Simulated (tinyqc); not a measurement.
UHF in the sto-6g basis, for H2O+, spin multiplicity 2, step by step (part 1 of 2). Computed by tinyqc, a small Python program that keeps every step (integrals from PySCF). Settings: charge = 1, multiplicity = 2, basis = sto-6g, energy threshold = 1e-10, iteration cap = 63, orthogonalisation = symmetric, start = atomic densities, DIIS depth = 3, method = UHF. Command: `OMP_NUM_THREADS=1 python tinyqc.py 27635 27636 out.jsonl` (the two numbers bound the seeds that draw the settings). One thread of a shared host (Intel(R) Xeon(R) Processor @ 2.60GHz), about 0.2 s of CPU time with the checks. Later iterations appear only in the table of the cycle.

## One-electron integrals

Geometry (angstrom):
```
atom        x         y        z
O     0.00000   0.00000  0.00000
H     0.00000   0.78000  0.62000
H     0.00000  -0.78000  0.62000
```

Basis sto-6g: exponents (1/bohr^2) and contraction coefficients of normalised primitives:
```
element  l (shell)    exponent  coefficient
O            s (1)  1355.58423      0.00916
O            s (1)   248.54489      0.04936
O            s (1)    69.53390      0.16854
O            s (1)    23.88677      0.37056
O            s (1)     9.27593      0.41649
O            s (1)     3.82034      0.13033
O            s (2)    52.18776     -0.01325
O            s (2)    10.32932     -0.04699
O            s (2)     3.21034     -0.03379
O            s (2)     1.23514      0.25024
O            s (2)     0.53642      0.59512
O            s (2)     0.24588      0.24071
O            p (3)    52.18776      0.00376
O            p (3)    10.32932      0.03768
O            p (3)     3.21034      0.17390
O            p (3)     1.23514      0.41804
O            p (3)     0.53642      0.42586
O            p (3)     0.24588      0.10171
H            s (1)    35.52322      0.00916
H            s (1)     6.51314      0.04936
H            s (1)     1.82214      0.16854
H            s (1)     0.62596      0.37056
H            s (1)     0.24308      0.41649
H            s (1)     0.10011      0.13033
```

Overlap, kinetic and nuclear-attraction integrals over the contracted functions; the nuclear repulsion is the sum of Za Zb / Rab.

nuclear repulsion = 8.8366977 hartree

overlap S, order 1O 1s, 1O 2s, 1O 2px, 1O 2py, 1O 2pz, 2H 1s, 3H 1s:
$$\begin{pmatrix}
1.00000 & 0.23114 & 0.00000 & 0.00000 & 0.00000 & 0.05066 & 0.05066 \\
0.23114 & 1.00000 & 0.00000 & 0.00000 & 0.00000 & 0.45149 & 0.45149 \\
0.00000 & 0.00000 & 1.00000 & 0.00000 & 0.00000 & 0.00000 & 0.00000 \\
0.00000 & 0.00000 & 0.00000 & 1.00000 & 0.00000 & 0.29654 & -0.29654 \\
0.00000 & 0.00000 & 0.00000 & 0.00000 & 1.00000 & 0.23571 & 0.23571 \\
0.05066 & 0.45149 & 0.00000 & 0.29654 & 0.23571 & 1.00000 & 0.23548 \\
0.05066 & 0.45149 & 0.00000 & -0.29654 & 0.23571 & 0.23548 & 1.00000
\end{pmatrix}$$

kinetic energy T (hartree), order 1O 1s, 1O 2s, 1O 2px, 1O 2py, 1O 2pz, 2H 1s, 3H 1s:
$$\begin{pmatrix}
29.32720 & -0.89602 & 0.00000 & 0.00000 & 0.00000 & -0.00373 & -0.00373 \\
-0.89602 & 0.84262 & 0.00000 & 0.00000 & 0.00000 & 0.10980 & 0.10980 \\
0.00000 & 0.00000 & 2.53131 & 0.00000 & 0.00000 & 0.00000 & 0.00000 \\
0.00000 & 0.00000 & 0.00000 & 2.53131 & 0.00000 & 0.19796 & -0.19796 \\
0.00000 & 0.00000 & 0.00000 & 0.00000 & 2.53131 & 0.15735 & 0.15735 \\
-0.00373 & 0.10980 & 0.00000 & 0.19796 & 0.15735 & 0.76852 & 0.00403 \\
-0.00373 & 0.10980 & 0.00000 & -0.19796 & 0.15735 & 0.00403 & 0.76852
\end{pmatrix}$$

nuclear attraction V (hartree), order 1O 1s, 1O 2s, 1O 2px, 1O 2py, 1O 2pz, 2H 1s, 3H 1s:
$$\begin{pmatrix}
-62.32050 & -6.39680 & 0.00000 & 0.00000 & -0.01886 & -1.60583 & -1.60583 \\
-6.39680 & -10.05128 & 0.00000 & 0.00000 & -0.21268 & -3.60411 & -3.60411 \\
0.00000 & 0.00000 & -9.97445 & 0.00000 & 0.00000 & 0.00000 & 0.00000 \\
0.00000 & 0.00000 & 0.00000 & -10.11495 & 0.00000 & -2.10827 & 2.10827 \\
-0.01886 & -0.21268 & 0.00000 & 0.00000 & -10.06322 & -1.74290 & -1.74290 \\
-1.60583 & -3.60411 & 0.00000 & -2.10827 & -1.74290 & -5.69365 & -1.47125 \\
-1.60583 & -3.60411 & 0.00000 & 2.10827 & -1.74290 & -1.47125 & -5.69365
\end{pmatrix}$$

core Hamiltonian H = T + V (hartree), order 1O 1s, 1O 2s, 1O 2px, 1O 2py, 1O 2pz, 2H 1s, 3H 1s:
$$\begin{pmatrix}
-32.99330 & -7.29282 & 0.00000 & 0.00000 & -0.01886 & -1.60956 & -1.60956 \\
-7.29282 & -9.20866 & 0.00000 & 0.00000 & -0.21268 & -3.49431 & -3.49431 \\
0.00000 & 0.00000 & -7.44314 & 0.00000 & 0.00000 & 0.00000 & 0.00000 \\
0.00000 & 0.00000 & 0.00000 & -7.58364 & 0.00000 & -1.91031 & 1.91031 \\
-0.01886 & -0.21268 & 0.00000 & 0.00000 & -7.53191 & -1.58555 & -1.58555 \\
-1.60956 & -3.49431 & 0.00000 & -1.91031 & -1.58555 & -4.92513 & -1.46722 \\
-1.60956 & -3.49431 & 0.00000 & 1.91031 & -1.58555 & -1.46722 & -4.92513
\end{pmatrix}$$

## Two-electron integrals

Functions are numbered as in S; the eight-fold symmetry (ij|kl) = (ji|kl) = (kl|ij) leaves the list below.

Two-electron integrals (ij|kl) in chemists' order, unique and non-zero (hartree):
```
(11|11) 4.78749    (21|11) 0.67588    (21|21) 0.12150    (22|11) 1.11738
(22|21) 0.24921    (22|22) 0.81738    (31|31) 0.02576    (32|31) 0.03914
(32|32) 0.18066    (33|11) 1.11738    (33|21) 0.24921    (33|22) 0.81738
(33|33) 0.88066    (41|41) 0.02576    (42|41) 0.03914    (42|42) 0.18066
(43|43) 0.04746    (44|11) 1.11738    (44|21) 0.24921    (44|22) 0.81738
(44|33) 0.78574    (44|44) 0.88066    (51|51) 0.02576    (52|51) 0.03914
(52|52) 0.18066    (53|53) 0.04746    (54|54) 0.04746    (55|11) 1.11738
(55|21) 0.24921    (55|22) 0.81738    (55|33) 0.78574    (55|44) 0.78574
(55|55) 0.88066    (61|11) 0.15806    (61|21) 0.02723    (61|22) 0.05461
(61|33) 0.05449    (61|41) 0.00104    (61|42) 0.00203    (61|44) 0.05471
(61|51) 0.00083    (61|52) 0.00162    (61|54) 0.00017    (61|55) 0.05463
(61|61) 0.00622    (62|11) 0.37721    (62|21) 0.08527    (62|22) 0.30880
(62|33) 0.30372    (62|41) 0.00533    (62|42) 0.03903    (62|44) 0.31306
(62|51) 0.00424    (62|52) 0.03103    (62|54) 0.00742    (62|55) 0.30962
(62|61) 0.01920    (62|62) 0.14397    (63|31) 0.00956    (63|32) 0.05353
(63|43) 0.00809    (63|53) 0.00643    (63|63) 0.02058    (64|11) 0.21057
(64|21) 0.04829    (64|22) 0.18652    (64|33) 0.17807    (64|41) 0.01223
(64|42) 0.07592    (64|44) 0.19986    (64|51) 0.00212    (64|52) 0.01779
(64|54) 0.01090    (64|55) 0.18162    (64|61) 0.01138    (64|62) 0.10575
(64|64) 0.09746    (65|11) 0.16738    (65|21) 0.03838    (65|22) 0.14826
(65|33) 0.14154    (65|41) 0.00212    (65|42) 0.01779    (65|44) 0.14601
(65|51) 0.01125    (65|52) 0.06768    (65|54) 0.01164    (65|55) 0.15722
(65|61) 0.00905    (65|62) 0.08405    (65|64) 0.06111    (65|65) 0.06916
(66|11) 0.51387    (66|21) 0.11832    (66|22) 0.48927    (66|33) 0.46961
(66|41) 0.00979    (66|42) 0.09726    (66|44) 0.50575    (66|51) 0.00778
(66|52) 0.07731    (66|54) 0.02872    (66|55) 0.49244    (66|61) 0.02694
(66|62) 0.28627    (66|64) 0.24021    (66|65) 0.19094    (66|66) 0.77500
(71|11) 0.15806    (71|21) 0.02723    (71|22) 0.05461    (71|33) 0.05449
(71|41) -0.00104   (71|42) -0.00203   (71|44) 0.05471    (71|51) 0.00083
(71|52) 0.00162    (71|54) -0.00017   (71|55) 0.05463    (71|61) 0.00613
(71|62) 0.01857    (71|64) 0.01000    (71|65) 0.00875    (71|66) 0.02570
(71|71) 0.00622    (72|11) 0.37721    (72|21) 0.08527    (72|22) 0.30880
(72|33) 0.30372    (72|41) -0.00533   (72|42) -0.03903   (72|44) 0.31306
(72|51) 0.00424    (72|52) 0.03103    (72|54) -0.00742   (72|55) 0.30962
(72|61) 0.01857    (72|62) 0.11736    (72|64) 0.05928    (72|65) 0.06662
(72|66) 0.19206    (72|71) 0.01920    (72|72) 0.14397    (73|31) 0.00956
(73|32) 0.05353    (73|43) -0.00809   (73|53) 0.00643    (73|63) 0.01627
(73|73) 0.02058    (74|11) -0.21057   (74|21) -0.04829   (74|22) -0.18652
(74|33) -0.17807   (74|41) 0.01223    (74|42) 0.07592    (74|44) -0.19986
(74|51) -0.00212   (74|52) -0.01779   (74|54) 0.01090    (74|55) -0.18162
(74|61) -0.01000   (74|62) -0.05928   (74|64) -0.01413   (74|65) -0.03289
(74|66) -0.08567   (74|71) -0.01138   (74|72) -0.10575   (74|74) 0.09746
(75|11) 0.16738    (75|21) 0.03838    (75|22) 0.14826    (75|33) 0.14154
(75|41) -0.00212   (75|42) -0.01779   (75|44) 0.14601    (75|51) 0.01125
(75|52) 0.06768    (75|54) -0.01164   (75|55) 0.15722    (75|61) 0.00875
(75|62) 0.06662    (75|64) 0.03289    (75|65) 0.05350    (75|66) 0.11953
(75|71) 0.00905    (75|72) 0.08405    (75|74) -0.06111   (75|75) 0.06916
(76|11) 0.14599    (76|21) 0.03333    (76|22) 0.13054    (76|33) 0.12753
(76|44) 0.13001    (76|51) 0.00263    (76|52) 0.02267    (76|55) 0.13407
(76|61) 0.00743    (76|62) 0.06044    (76|64) 0.03825    (76|65) 0.03968
(76|66) 0.12392    (76|71) 0.00743    (76|72) 0.06044    (76|74) -0.03825
(76|75) 0.03968    (76|76) 0.03101    (77|11) 0.51387    (77|21) 0.11832
(77|22) 0.48927    (77|33) 0.46961    (77|41) -0.00979   (77|42) -0.09726
(77|44) 0.50575    (77|51) 0.00778    (77|52) 0.07731    (77|54) -0.02872
(77|55) 0.49244    (77|61) 0.02570    (77|62) 0.19206    (77|64) 0.08567
(77|65) 0.11953    (77|66) 0.33373    (77|71) 0.02694    (77|72) 0.28627
(77|74) -0.24021   (77|75) 0.19094    (77|76) 0.12392    (77|77) 0.77500
```

## Orthogonalisation

S = U s U^T; symmetric (Loewdin) form X = U s^(-1/2) U^T, so that X^T S X = 1.

eigenvalues of S: [0.36751, 0.44668, 0.88667, 1.00000, 1.09327, 1.31784, 1.88803]

X, order 1O 1s, 1O 2s, 1O 2px, 1O 2py, 1O 2pz, 2H 1s, 3H 1s:
$$\begin{pmatrix}
1.02271 & -0.13694 & 0.00000 & 0.00000 & -0.00884 & 0.01929 & 0.01929 \\
-0.13694 & 1.21837 & 0.00000 & 0.00000 & 0.10116 & -0.27440 & -0.27440 \\
0.00000 & 0.00000 & 1.00000 & 0.00000 & 0.00000 & 0.00000 & 0.00000 \\
0.00000 & 0.00000 & 0.00000 & 1.09918 & 0.00000 & -0.21279 & 0.21279 \\
-0.00884 & 0.10116 & 0.00000 & 0.00000 & 1.05181 & -0.14099 & -0.14099 \\
0.01929 & -0.27440 & 0.00000 & -0.21279 & -0.14099 & 1.18549 & -0.08267 \\
0.01929 & -0.27440 & 0.00000 & 0.21279 & -0.14099 & -0.08267 & 1.18549
\end{pmatrix}$$

## Starting guess

The start is atomic minimal-basis densities projected into this basis (PySCF's MINAO start) and scaled to the electron count of each spin; this density is not idempotent, so its energy is not variational and may lie below the converged one.

D(alpha) at the start, order 1O 1s, 1O 2s, 1O 2px, 1O 2py, 1O 2pz, 2H 1s, 3H 1s:
$$\begin{pmatrix}
1.06912 & -0.23983 & 0.00000 & 0.00000 & 0.00756 & -0.00665 & -0.00665 \\
-0.23983 & 1.04457 & 0.00000 & 0.00000 & -0.04392 & 0.01963 & 0.01963 \\
0.00000 & 0.00000 & 0.65391 & 0.00000 & 0.00000 & 0.00000 & 0.00000 \\
0.00000 & 0.00000 & 0.00000 & 0.58215 & 0.00000 & 0.05869 & -0.05869 \\
0.00756 & -0.04392 & 0.00000 & 0.00000 & 0.61621 & 0.03028 & 0.03028 \\
-0.00665 & 0.01963 & 0.00000 & 0.05869 & 0.03028 & 0.49807 & 0.03507 \\
-0.00665 & 0.01963 & 0.00000 & -0.05869 & 0.03028 & 0.03507 & 0.49807
\end{pmatrix}$$

D(beta) at the start, order 1O 1s, 1O 2s, 1O 2px, 1O 2py, 1O 2pz, 2H 1s, 3H 1s:
$$\begin{pmatrix}
0.85529 & -0.19187 & 0.00000 & 0.00000 & 0.00605 & -0.00532 & -0.00532 \\
-0.19187 & 0.83566 & 0.00000 & 0.00000 & -0.03514 & 0.01570 & 0.01570 \\
0.00000 & 0.00000 & 0.52313 & 0.00000 & 0.00000 & 0.00000 & 0.00000 \\
0.00000 & 0.00000 & 0.00000 & 0.46572 & 0.00000 & 0.04695 & -0.04695 \\
0.00605 & -0.03514 & 0.00000 & 0.00000 & 0.49297 & 0.02422 & 0.02422 \\
-0.00532 & 0.01570 & 0.00000 & 0.04695 & 0.02422 & 0.39846 & 0.02805 \\
-0.00532 & 0.01570 & 0.00000 & -0.04695 & 0.02422 & 0.02805 & 0.39846
\end{pmatrix}$$

## Iteration 1: building the Fock matrix

J_ij = sum D_kl (ij|kl) with D = D(alpha) + D(beta), K_ij = sum D_kl (ik|jl) for each spin; F = H + J - K(s); E = tr D H + tr D J / 2 - 0.5 sum_s tr D(s) K(s) + E_nn.

Coulomb J (hartree), order 1O 1s, 1O 2s, 1O 2px, 1O 2py, 1O 2pz, 2H 1s, 3H 1s:
$$\begin{pmatrix}
15.56693 & 2.75113 & 0.00000 & 0.00000 & 0.01270 & 0.62212 & 0.62212 \\
2.75113 & 7.24313 & 0.00000 & 0.00000 & 0.14056 & 2.76238 & 2.76238 \\
0.00000 & 0.00000 & 7.20799 & 0.00000 & 0.00000 & 0.00000 & 0.00000 \\
0.00000 & 0.00000 & 0.00000 & 7.27233 & 0.00000 & 1.67390 & -1.67390 \\
0.01270 & 0.14056 & 0.00000 & 0.00000 & 7.24906 & 1.37810 & 1.37810 \\
0.62212 & 2.76238 & 0.00000 & 1.67390 & 1.37810 & 4.56845 & 1.18824 \\
0.62212 & 2.76238 & 0.00000 & -1.67390 & 1.37810 & 1.18824 & 4.56845
\end{pmatrix}$$

exchange K(alpha) (hartree), order 1O 1s, 1O 2s, 1O 2px, 1O 2py, 1O 2pz, 2H 1s, 3H 1s:
$$\begin{pmatrix}
4.97373 & 0.78006 & 0.00000 & 0.00000 & 0.00919 & 0.19979 & 0.19979 \\
0.78006 & 1.38536 & 0.00000 & 0.00000 & 0.07903 & 0.64506 & 0.64506 \\
0.00000 & 0.00000 & 0.85850 & 0.00000 & 0.00000 & 0.00000 & 0.00000 \\
0.00000 & 0.00000 & 0.00000 & 0.92040 & 0.00000 & 0.29984 & -0.29984 \\
0.00919 & 0.07903 & 0.00000 & 0.00000 & 0.89825 & 0.27445 & 0.27445 \\
0.19979 & 0.64506 & 0.00000 & 0.29984 & 0.27445 & 0.71435 & 0.29967 \\
0.19979 & 0.64506 & 0.00000 & -0.29984 & 0.27445 & 0.29967 & 0.71435
\end{pmatrix}$$

exchange K(beta) (hartree), order 1O 1s, 1O 2s, 1O 2px, 1O 2py, 1O 2pz, 2H 1s, 3H 1s:
$$\begin{pmatrix}
3.97898 & 0.62405 & 0.00000 & 0.00000 & 0.00735 & 0.15984 & 0.15984 \\
0.62405 & 1.10829 & 0.00000 & 0.00000 & 0.06322 & 0.51604 & 0.51604 \\
0.00000 & 0.00000 & 0.68680 & 0.00000 & 0.00000 & 0.00000 & 0.00000 \\
0.00000 & 0.00000 & 0.00000 & 0.73632 & 0.00000 & 0.23987 & -0.23987 \\
0.00735 & 0.06322 & 0.00000 & 0.00000 & 0.71860 & 0.21956 & 0.21956 \\
0.15984 & 0.51604 & 0.00000 & 0.23987 & 0.21956 & 0.57148 & 0.23974 \\
0.15984 & 0.51604 & 0.00000 & -0.23987 & 0.21956 & 0.23974 & 0.57148
\end{pmatrix}$$

F(alpha) (hartree), order 1O 1s, 1O 2s, 1O 2px, 1O 2py, 1O 2pz, 2H 1s, 3H 1s:
$$\begin{pmatrix}
-22.40010 & -5.32176 & 0.00000 & 0.00000 & -0.01536 & -1.18723 & -1.18723 \\
-5.32176 & -3.35090 & 0.00000 & 0.00000 & -0.15115 & -1.37699 & -1.37699 \\
0.00000 & 0.00000 & -1.09365 & 0.00000 & 0.00000 & 0.00000 & 0.00000 \\
0.00000 & 0.00000 & 0.00000 & -1.23171 & 0.00000 & -0.53625 & 0.53625 \\
-0.01536 & -0.15115 & 0.00000 & 0.00000 & -1.18110 & -0.48189 & -0.48189 \\
-1.18723 & -1.37699 & 0.00000 & -0.53625 & -0.48189 & -1.07103 & -0.57865 \\
-1.18723 & -1.37699 & 0.00000 & 0.53625 & -0.48189 & -0.57865 & -1.07103
\end{pmatrix}$$

F(beta) (hartree), order 1O 1s, 1O 2s, 1O 2px, 1O 2py, 1O 2pz, 2H 1s, 3H 1s:
$$\begin{pmatrix}
-21.40535 & -5.16574 & 0.00000 & 0.00000 & -0.01352 & -1.14727 & -1.14727 \\
-5.16574 & -3.07382 & 0.00000 & 0.00000 & -0.13535 & -1.24798 & -1.24798 \\
0.00000 & 0.00000 & -0.92195 & 0.00000 & 0.00000 & 0.00000 & 0.00000 \\
0.00000 & 0.00000 & 0.00000 & -1.04763 & 0.00000 & -0.47628 & 0.47628 \\
-0.01352 & -0.13535 & 0.00000 & 0.00000 & -1.00145 & -0.42700 & -0.42700 \\
-1.14727 & -1.24798 & 0.00000 & -0.47628 & -0.42700 & -0.92816 & -0.51871 \\
-1.14727 & -1.24798 & 0.00000 & 0.47628 & -0.42700 & -0.51871 & -0.92816
\end{pmatrix}$$

total energy of this density = -71.0824562 hartree

This density is the starting one; it is not idempotent, so its energy is not variational and may lie below the converged one.

## Iteration 1: diagonalisation and new density

Diagonalise F' = X^T F X, C = X C', fill 5 alpha and 4 beta electrons from the bottom; D(s) = C_occ C_occ^T. Each column has its largest component positive (the first on a tie).

F' = X^T F X (alpha) (hartree):
$$\begin{pmatrix}
-22.08132 & -2.51389 & 0.00000 & 0.00000 & -0.01921 & -0.20811 & -0.20811 \\
-2.51389 & -2.19927 & 0.00000 & 0.00000 & 0.03444 & -0.55644 & -0.55644 \\
0.00000 & 0.00000 & -1.09365 & 0.00000 & 0.00000 & 0.00000 & 0.00000 \\
0.00000 & 0.00000 & 0.00000 & -1.03104 & 0.00000 & -0.37510 & 0.37510 \\
-0.01921 & 0.03444 & 0.00000 & 0.00000 & -1.07216 & -0.26962 & -0.26962 \\
-0.20811 & -0.55644 & 0.00000 & -0.37510 & -0.26962 & -0.47213 & -0.14755 \\
-0.20811 & -0.55644 & 0.00000 & 0.37510 & -0.26962 & -0.14755 & -0.47213
\end{pmatrix}$$

orbital energies (alpha) (hartree): MO1 -22.40124, MO2 -2.24356, MO3 -1.31512, MO4 -1.19746, MO5 -1.09365, MO6 -0.13017, MO7 -0.04049

coefficients C (alpha), order 1O 1s, 1O 2s, 1O 2px, 1O 2py, 1O 2pz, 2H 1s, 3H 1s:
$$\begin{pmatrix}
0.99811 & -0.23192 & 0.00000 & 0.06020 & 0.00000 & -0.10897 & 0.00000 \\
0.00856 & 0.93829 & 0.00000 & -0.32616 & 0.00000 & 0.82289 & 0.00000 \\
0.00000 & 0.00000 & 0.00000 & 0.00000 & 1.00000 & 0.00000 & 0.00000 \\
0.00000 & 0.00000 & 0.82691 & 0.00000 & 0.00000 & 0.00000 & -0.78421 \\
0.00128 & 0.12330 & 0.00000 & 0.89215 & 0.00000 & 0.58757 & 0.00000 \\
-0.00110 & 0.07735 & 0.23575 & 0.15771 & 0.00000 & -0.82024 & 0.89096 \\
-0.00110 & 0.07735 & -0.23575 & 0.15771 & 0.00000 & -0.82024 & -0.89096
\end{pmatrix}$$

F' = X^T F X (beta) (hartree):
$$\begin{pmatrix}
-21.07747 & -2.51101 & 0.00000 & 0.00000 & -0.02249 & -0.19424 & -0.19424 \\
-2.51101 & -1.95777 & 0.00000 & 0.00000 & 0.03790 & -0.51253 & -0.51253 \\
0.00000 & 0.00000 & -0.92195 & 0.00000 & 0.00000 & 0.00000 & 0.00000 \\
0.00000 & 0.00000 & 0.00000 & -0.85723 & 0.00000 & -0.35151 & 0.35151 \\
-0.02249 & 0.03790 & 0.00000 & 0.00000 & -0.89910 & -0.25010 & -0.25010 \\
-0.19424 & -0.51253 & 0.00000 & -0.35151 & -0.25010 & -0.37523 & -0.13597 \\
-0.19424 & -0.51253 & 0.00000 & 0.35151 & -0.25010 & -0.13597 & -0.37523
\end{pmatrix}$$

orbital energies (beta) (hartree): MO1 -21.40816, MO2 -1.96849, MO3 -1.13355, MO4 -1.02063, MO5 -0.92195, MO6 -0.04826, MO7 0.03708

coefficients C (beta), order 1O 1s, 1O 2s, 1O 2px, 1O 2py, 1O 2pz, 2H 1s, 3H 1s:
$$\begin{pmatrix}
0.99690 & -0.23466 & 0.00000 & 0.06305 & 0.00000 & -0.11252 & 0.00000 \\
0.01429 & 0.93002 & 0.00000 & -0.33668 & 0.00000 & 0.82795 & 0.00000 \\
0.00000 & 0.00000 & 0.00000 & 0.00000 & 1.00000 & 0.00000 & 0.00000 \\
0.00000 & 0.00000 & 0.81452 & 0.00000 & 0.00000 & 0.00000 & -0.79707 \\
0.00197 & 0.12038 & 0.00000 & 0.88604 & 0.00000 & 0.59734 & 0.00000 \\
-0.00268 & 0.08508 & 0.24969 & 0.16550 & 0.00000 & -0.81793 & 0.88716 \\
-0.00268 & 0.08508 & -0.24969 & 0.16550 & 0.00000 & -0.81793 & -0.88716
\end{pmatrix}$$

D(alpha) after iteration 1, order 1O 1s, 1O 2s, 1O 2px, 1O 2py, 1O 2pz, 2H 1s, 3H 1s:
$$\begin{pmatrix}
1.05363 & -0.22870 & 0.00000 & 0.00000 & 0.02639 & -0.00955 & -0.00955 \\
-0.22870 & 0.98684 & 0.00000 & 0.00000 & -0.17528 & 0.02113 & 0.02113 \\
0.00000 & 0.00000 & 1.00000 & 0.00000 & 0.00000 & 0.00000 & 0.00000 \\
0.00000 & 0.00000 & 0.00000 & 0.68378 & 0.00000 & 0.19495 & -0.19495 \\
0.02639 & -0.17528 & 0.00000 & 0.00000 & 0.81113 & 0.15024 & 0.15024 \\
-0.00955 & 0.02113 & 0.00000 & 0.19495 & 0.15024 & 0.08644 & -0.02472 \\
-0.00955 & 0.02113 & 0.00000 & -0.19495 & 0.15024 & -0.02472 & 0.08644
\end{pmatrix}$$

D(beta) after iteration 1, order 1O 1s, 1O 2s, 1O 2px, 1O 2py, 1O 2pz, 2H 1s, 3H 1s:
$$\begin{pmatrix}
1.05284 & -0.22522 & 0.00000 & 0.00000 & 0.02958 & -0.01220 & -0.01220 \\
-0.22522 & 0.97850 & 0.00000 & 0.00000 & -0.18634 & 0.02337 & 0.02337 \\
0.00000 & 0.00000 & 0.00000 & 0.00000 & 0.00000 & 0.00000 & 0.00000 \\
0.00000 & 0.00000 & 0.00000 & 0.66344 & 0.00000 & 0.20337 & -0.20337 \\
0.02958 & -0.18634 & 0.00000 & 0.00000 & 0.79956 & 0.15687 & 0.15687 \\
-0.01220 & 0.02337 & 0.00000 & 0.20337 & 0.15687 & 0.09698 & -0.02771 \\
-0.01220 & 0.02337 & 0.00000 & -0.20337 & 0.15687 & -0.02771 & 0.09698
\end{pmatrix}$$
